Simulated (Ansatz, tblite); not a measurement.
**BCl2Br (BBrCl2): a ladder of methods and basis sets**

The task here is to estimate one member of a computed series from the others.

The runs use Ansatz 0.2.0, Gaussian basis; as each input shows.

Levels to be run: GFN1-xTB, GFN2-xTB, PBE-D4/def2-TZVP, r2SCAN-D4/def2-TZVP, HSE06-D4/def2-TZVP, BHLYP-D4/def2-TZVP, B97M-V/def2-TZVP, HF/def2-TZVP, ωB97X-V/def2-TZVP, B3LYP-D4/def2-TZVP, PBE-QIDH/def2-TZVP, PBE-D4/def2-SVP, PBE0-D4/def2-SVP, HF/STO-3G, HF/6-31G, B3LYP-D4/6-31G, CCSD(T)/def2-TZVPP, MP2/def2-TZVP, RPA/def2-TZVP.

### The geometry

The geometry is that of the singlet, from an earlier relaxation (B3LYP-D4/def2-SVP).

4 atoms, charge 0, spin multiplicity 1.

Bond lengths: B1–Cl2 1.749 Å, B1–Cl3 1.749 Å, B1–Br4 1.914 Å. Angles: Cl2–B1–Cl3 120.0°, Cl2–B1–Br4 120.0°, Cl3–B1–Br4 120.0°.

PBE0-D4/def2-TZVP was run before; its log isn't repeated, and its numbers join the tables.

The first run:

Tight binding, by tblite at 300 K electronic temperature and without a spin-polarisation term:

```python
tblite.interface.Calculator('GFN1-xTB', numbers, positions, charge=0, uhf=0).singlepoint()
```

Tight binding, by tblite at 300 K electronic temperature and without a spin-polarisation term:

```python
tblite.interface.Calculator('GFN2-xTB', numbers, positions, charge=0, uhf=0).singlepoint()
```

start.molden holds the orbitals of an earlier run on this state, given as this run's starting guess.

File in.yaml:

```yaml
crystal:
  periodic: [false, false, false]
  atoms:
    - {symbol: B, position_ang: [0.021012, 0.035138, 0.000441]}
    - {symbol: Cl, position_ang: [1.769595, 0.008838, 0.023542]}
    - {symbol: Cl, position_ang: [-0.829457, 1.563347, -0.005840]}
    - {symbol: Br, position_ang: [-0.961160, -1.607333, -0.018134]}
basis:
  gaussian: {orbitals: def2-TZVP, initial_orbitals: start.molden}
hamiltonian: {xc: pbe, dispersion: d4}
scf: {omitted_lower_state_checks: [starts]}
output: {orbitals: {seedname: orbitals}}
```

Run with:

```bash
> ansatz run in.yaml --threads 2 --pin off --events-out ev --progress --plain --max-ram 4352MiB
```

Steps of the session up to this table: PBE-D4/def2-TZVP; r2SCAN-D4/def2-TZVP; HSE06-D4/def2-TZVP; BHLYP-D4/def2-TZVP; B97M-V/def2-TZVP; HF/def2-TZVP; ωB97X-V/def2-TZVP; B3LYP-D4/def2-TZVP; PBE-QIDH/def2-TZVP; PBE-D4/def2-SVP; PBE0-D4/def2-SVP; HF/STO-3G; HF/6-31G; B3LYP-D4/6-31G; CCSD(T)/def2-TZVPP; MP2/def2-TZVP; RPA/def2-TZVP.

One table of the session follows, with a row left open; its other results are not shown here.

```
              level  HOMO (eV)  gap (eV)
          HF/STO-3G      -9.79     14.37
           HF/6-31G     -12.02     13.48
       HF/def2-TZVP     -11.73     13.61
    PBE-D4/def2-SVP      -7.13      4.67
   PBE-D4/def2-TZVP      -7.34      4.56
r2SCAN-D4/def2-TZVP      -7.69      5.16
   B97M-V/def2-TZVP      -7.77      5.39
     B3LYP-D4/6-31G      -8.51      6.33
 B3LYP-D4/def2-TZVP      -8.40      6.35
   PBE0-D4/def2-SVP      -8.56      6.91
  PBE0-D4/def2-TZVP      -8.69      6.79
 HSE06-D4/def2-TZVP          ?         ?
 BHLYP-D4/def2-TZVP      -9.85      9.06
  ωB97X-V/def2-TZVP     -11.07     11.40
```

Estimate the missing values for HSE06-D4/def2-TZVP.

The run gave: HOMO (eV): -8.29; gap (eV): 6.01. In the column «HOMO (eV)» it lies between B3LYP-D4/def2-TZVP (-8.40) and B97M-V/def2-TZVP (-7.77).
